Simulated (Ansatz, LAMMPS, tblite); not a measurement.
Diamond-structure Ge, zone-centre TO phonon frequency

Reference value: 304 cm⁻¹ (measured, low temperature, zero-point motion not removed; as tabulated in Tanner et al. (2021), arXiv:2110.11888).

```
level (code)                                  value (cm⁻¹)  cell (Å³/atom)  difference (%)
--------------------------------------------  ------------  --------------  --------------
GFN2-xTB (tblite)                                      216           23.56             -29
SNAP Ge_Zuo_JPCA2020.quadratic.snap (LAMMPS)           299           24.08            -1.6
LDA (Ansatz)                                           291           22.21            -4.3
PBE (Ansatz)                                           274           23.89            -9.9
PBEsol (Ansatz)                                        286           22.85            -5.9
PBE-D3(BJ) (Ansatz)                                    286           23.14            -5.9
r²SCAN (Ansatz)                                        296           22.84            -2.6
HSE06 (Ansatz)                                         303           22.96            -0.3
LC-ωPBE (Ansatz)                                       337           21.56           +10.9
PBE0 (Ansatz)                                          305           22.88            +0.3
Hartree–Fock (Ansatz)                                  330           23.57            +8.6
```

Once the reference is moved by up to 2.0 % (a margin picked here for doubts on the reference and the settings, and for temperature and zero-point motion) and values within 0.7 % count as equal, the nearest can be HSE06 (-0.3 %), PBE0 (+0.3 %), SNAP Ge_Zuo_JPCA2020.quadratic.snap (-1.6 %) or r²SCAN (-2.6 %). Farthest off among them: GFN2-xTB (-29 %).

The measured value isn't corrected to a static lattice, so vibrations enter the comparison.  GFN2-xTB: the method was fitted mainly to molecules. GFN2-xTB: the run uses a supercell at the zone centre in place of a k mesh. LDA, PBE, PBEsol, PBE-D3(BJ): the solid has no gap at this level, which affects its response. PBE-D3(BJ): the dispersion coefficients are held fixed in the derivatives. Each level is taken at its own relaxed cell. Cutoffs and k meshes differ between the levels. Ansatz's density-functional and Hartree–Fock values are scalar-relativistic unless marked +SOC, with PAW data made under PBE.

Machine-learned potentials (SNAP Ge_Zuo_JPCA2020.quadratic.snap) are trained on DFT data: a solid inside that data is no test of them.

Differences are worked out from the printed values.

Ansatz is a first-principles code.
